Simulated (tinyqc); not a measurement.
Worked calculation: UHF in the sto-3g basis, for OH+, spin multiplicity 3. One step of it, computed by the program tinyqc.

Question. Iteration 3: DIIS coefficients. Solve [B -1; -1 0][c; lambda] = [0; -1] for the coefficients, which sum to one.

B (overlaps of the stored error matrices):
```
               1              2
1  7.6569106e-02  2.9958679e-02
2  2.9958679e-02  1.6390682e-02
```

Give: DIIS coefficients.

Answer.

DIIS coefficients: -0.4106  1.4106
